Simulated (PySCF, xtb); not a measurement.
# Ranking isomers of AlBHS

4 gas-phase structures of AlBHS, found in a search over its isomers (lower ones may exist). Each was relaxed with GFN2-xTB:

A. `[AlH][B]=S`, a doublet
B. `[BH][S][Al]`, a doublet
C. a doublet given by its coordinates
D. `[BH]1[Al][S]1`, a doublet

C (Å):

```xyz
4

Al    1.6350    0.6709    0.4671
B     0.4939    2.2923    0.2576
S     1.8522    2.9902   -0.4455
H     3.0606    0.0146    0.2323
```

Close contacts (Å): Al1–B2 1.99, Al1–S3 2.50, B2–S3 1.68, Al1–H4 1.59.

**Question.** Which do you expect lowest at r2SCAN-D4/def2-SVP, and how would the others follow?

**Answer.** Calculated order at r2SCAN-D4/def2-SVP: D (0.0), B (57.3), C (124.9), A (143.8) kJ/mol.

Energies above the lowest of each column, in kJ/mol; the last columns are at B3LYP-D4/def2-SVP geometries and were run for some of them only (a dash: not run or not comparable):

```csv
structure,GFN2-xTB,HF/STO-3G,r2SCAN-D4/def2-SVP,B3LYP-D4/def2-SVP,CCSD(T)/def2-SVP
D,0.0,2.4,0.0,0.0,0.0
B,87.3,0.0,57.3,40.5,48.1
C,27.4,167.1,124.9,133.0,132.1
A,22.0,209.4,143.8,–,–
```

CCSD(T)/def2-SVP puts D lowest of those it was run on; HF/STO-3G picks B. Flexible structures stand in one conformer each, not always the lowest. Frequencies (GFN2-xTB) were run for C, D alone. Open shells are spin-unrestricted, some with notable spin contamination.

Over these structures GFN2-xTB departs from r2SCAN-D4/def2-SVP by 62.3 kJ/mol on average once a common shift is removed. A GFN2-xTB relaxation took about 0.16 s and the r2SCAN-D4/def2-SVP energy about 48 s on a shared host (PySCF 2.14.0, xtb 6.7.1).
